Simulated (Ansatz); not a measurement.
Rock-salt SrO, treated with HSE06 (PAW; Ansatz, an electronic-structure program).

Total energies, extrapolated to zero smearing (they compare only within this program, potentials and cutoff; free atoms with spin allowed, lowest state found):

```json
[
 {"system": "rock-salt SrO, relaxed", "energy (eV/atom)": "-2058.4894"},
 {"system": "free Sr atom", "energy (eV/atom)": "-3545.2085"},
 {"system": "free O atom", "energy (eV/atom)": "-561.9592"}
]
```

Q: Work out the cohesive energy per atom.

A: E_coh = [1 × (-3545.2085) + 1 × (-561.9592)]/2 − (-2058.4894) = 4.91 eV/atom. The reference value is 5.23 ± 0.03 eV/atom (derived here from tabulated measurements, copied from a table, unchecked, brought to a static lattice with a Debye model, atoms in their spin–orbit ground levels; inputs from the CRC Handbook), a difference of -0.32 eV/atom.

The PAW data were made under PBE.
